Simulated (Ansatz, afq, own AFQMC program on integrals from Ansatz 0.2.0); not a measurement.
Two steps: Ansatz 0.2.0 writes the Fock matrix and Cholesky factors of the valence space, and afq projects on them the lowest state that overlaps trial and start.

```yaml
crystal:
  periodic: [false, false, false]
  atoms:
    - {symbol: C, position_ang: [-0.008617, -0.008551, 0.008581]}
    - {symbol: H, position_ang: [0.619420, 0.621460, 0.637803]}
    - {symbol: H, position_ang: [-0.503046, -0.499184, 0.500951]}
    - {symbol: H, position_ang: [-0.635211, 0.619614, -0.623916]}
    - {symbol: H, position_ang: [0.621521, -0.639995, -0.617093]}
basis:
  gaussian: {orbitals: 6-31G}
magnetization: {spin_polarized: false}
correlation: {method: ccsd_t, electrons: outside_noble_gas, hamiltonian_folder: ham}
```

```sh
$ ansatz run in.yaml --threads 1 --pin off --events-out ev --progress --plain --max-ram 16896MiB --backend cuda --devices 0, --max-vram 18GiB
```

afq runs on the folder ham with

```
--method phaseless --trial cisd --walkers 4000 --populations 20 --least-time 60 --time-step 0.005 --steps-per-block 50 --equilibration-blocks 28 --max-blocks 4000 --target-error 0.00017 --factor-cut 1e-05 --seed 9186 --release-times 0.24,0.51,0.99,1.62,2.4 --release-step 0.03 --release-every 3 --taylor-order 6
```

Times are imaginary, in 1/Eh. The walk had a cap of 122 s. With eight or more populations the least sampling time is a fifth of least-time, and the error comes from their spread.

Output of the walk:

```
orbitals 16  electrons 4 4  factors 106 of 255
reference energy -40.12301586 Eh
CCSD correlation -0.11222095 Eh in 7 cycles, weight of the determinant in the CISD state 0.9517
energy of the start -40.235231 Eh
 block  time / (1/Eh)  mean weight  energy / Eh
     1     0.250  1.0000  -40.234504
     2     0.500  0.9999  -40.235068
     3     0.750  0.9997  -40.235712
     4     1.000  0.9999  -40.236153
     5     1.250  1.0001  -40.236593
    10     2.500  1.0000  -40.236553
    15     3.750  1.0000  -40.236857
    20     5.000  1.0000  -40.236720
    25     6.250  0.9998  -40.237102
    30     7.500  1.0000  -40.237204
    35     8.750  1.0000  -40.237198
    40    10.000  1.0002  -40.236948
    41    10.250  0.9999  -40.236515
    45    11.250  0.9999  -40.236944
    50    12.500  1.0001  -40.237014
    55    13.750  1.0001  -40.236929
    58    14.500  1.0001  -40.237508
    60    15.000  0.9999  -40.236905
    65    16.250  1.0001  -40.236696
    70    17.500  0.9999  -40.236862
    75    18.750  0.9998  -40.236602
    78    19.500  1.0000  -40.236554
error from the spread of 20 populations
released: time / (1/Eh)  energy / Eh  error  mean overlap
  0.24  -40.236860  0.000037  1.0019
  0.51  -40.236927  0.000043  1.0015
  0.99  -40.236910  0.000024  0.9996
  1.62  -40.236892  0.000031  1.0015
  2.40  -40.236893  0.000028  1.0012
energy -40.236890 +/- 0.000047 Eh
(rows thinned)
```

The run passed its tests (sampling time, drift between the halves within three errors, error under three times the target), which doesn't prove that it has relaxed.

Against this walk (error 1.3 meV) on the same determinant: CCSD(T) 6.7 meV higher, CCSDT(Q) 0.8 meV lower (within the noise), CCSDTQ 0.7 meV lower (within the noise), full CI 0.8 meV lower (within the noise). The error is statistical and leaves out the bias of the constraint. Released to 2.40 1/Eh the energy moves by -0.1 ± 1.5 meV (both errors), within twice the noise.

Cautions: constraint bias not in the error.

The walk took 13 s on 1 × NVIDIA H100 80GB HBM3 with 2 threads of AMD EPYC 7R13 Processor (Zen 3), on a shared host (the card was shared). The log's last line is the phaseless energy.

CCSDT and higher add their correlation energy to the determinant of the CCSD(T) run, since their own runs factorise the integrals more tightly (a shift of under 2 meV). A walk keeps the symmetry of its determinant, which the program's search chose and which needn't be the lowest solution, so a lower state of the same spin and another symmetry isn't excluded.
